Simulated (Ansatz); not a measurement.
Anti-La2O3-type Mg3Sb2, treated with PBEsol in Ansatz (plane waves, PAW).

Settings: plane-wave cutoff 520 eV, 12×12×6 k mesh (along the axes of the cell as run), Fermi–Dirac smearing 0.01 eV, scalar-relativistic PAW data made under PBE.

Starting structure:

```yaml
crystal:
  lattice:
    - [4.56000, 0.00000, 0.00000]
    - [-2.28000, 3.94908, 0.00000]
    - [0.00000, 0.00000, 7.23000]
  atoms:
    - { symbol: Mg, position: [0.00000, 0.00000, 0.00000] }
    - { symbol: Mg, position: [0.33333, 0.66667, 0.63400] }
    - { symbol: Mg, position: [0.66667, 0.33333, 0.36600] }
    - { symbol: Sb, position: [0.33333, 0.66667, 0.22800] }
    - { symbol: Sb, position: [0.66667, 0.33333, 0.77200] }
```

### Question
Into what structure does the relaxation of cell and atoms lead at this level, with the symmetry of the start kept?

### Answer
The volume shrinks by 1.1 %; final space group P-3m1.
```yaml
crystal:
  lattice:
    - [4.55029, 0.00000, 0.00000]
    - [-2.27514, 3.94067, 0.00000]
    - [0.00000, 0.00000, 7.18197]
  atoms:
    - { symbol: Mg, position: [0.00000, 0.00000, 0.00000] }
    - { symbol: Mg, position: [0.33333, 0.66667, 0.63256] }
    - { symbol: Mg, position: [0.66667, 0.33333, 0.36744] }
    - { symbol: Sb, position: [0.33333, 0.66667, 0.22419] }
    - { symbol: Sb, position: [0.66667, 0.33333, 0.77581] }
```

Ansatz is a quantum-chemistry and plane-wave program.
